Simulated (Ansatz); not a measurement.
Mulliken charges of CS (`[C-]#[S+]`) from r2SCAN/def2-TZVPP in Ansatz (PBE0-D4/def2-TZVP geometry).

```json
{"atom": "C1", "x (Å)": "0.000", "y (Å)": "0.000", "z (Å)": "0.003", "charge (e)": "-0.105"}
{"atom": "S2", "x (Å)": "0.000", "y (Å)": "0.000", "z (Å)": "1.532", "charge (e)": "0.105"}
```

By hand: the dipole of these point charges (1 e Å = 4.8032 D).

Σ q r = (0.000, 0.000, 0.161) e Å, of length 0.161 e Å = 0.77 D.

How does the dipole of the full density compare? (Estimate.)

The calculation gave: (0.000, 0.000, 0.410) e Å, 1.97 D; the point charges give 0.39 times that, at 0° from its direction.

Point charges leave out the atoms' own dipoles, such as those of lone pairs, and Mulliken's split depends on the basis, so the two needn't agree.
